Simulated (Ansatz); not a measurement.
# Dissociation curves of CH4N (SMILES C[NH])

CH4N: 6 atoms, total charge 0, spin state doublet. As SMILES, `C[NH]`. Geometry: relaxed at PBE0-D4/def2-TZVP.

```xyz
6

C    -0.0681   -0.2733   -0.2373
N    -0.2842    0.4231    0.9924
H    -0.2673    0.3735   -1.1060
H    -0.7129   -1.1513   -0.3037
H     0.9789   -0.5971   -0.3422
H     0.3536    1.2251    0.9967
```

The C1–H3 distance is scanned; the parts on either side stay rigid. Basis STO-3G, 2 core orbitals frozen in the correlated methods; program Ansatz 0.2.0. FCI is exact within this basis and core. Energies in eV from each method's value at 1.101 Å; open shells run as named. The shape above is that at 1.101 Å.

```csv
distance (Å),UPBE,U-wB97M-V,UCCSD,UCCSDTQ,FCI
1.101,0.00,0.00,0.00,0.00,0.00
1.376,0.75,0.91,0.79,0.78,0.78
1.652,2.13,2.52,2.24,2.20,2.20
2.202,3.84,4.39,3.59,3.51,3.51
2.753,4.09,4.61,3.61,3.52,3.51
```

Departure from the FCI curve at its largest: UPBE +0.57 eV at 2.75 Å; U-wB97M-V +1.09 eV at 2.75 Å; UCCSD +0.10 eV at 2.75 Å; UCCSDTQ within 0.005 eV. For the functionals part of the departure is owed to the small basis.
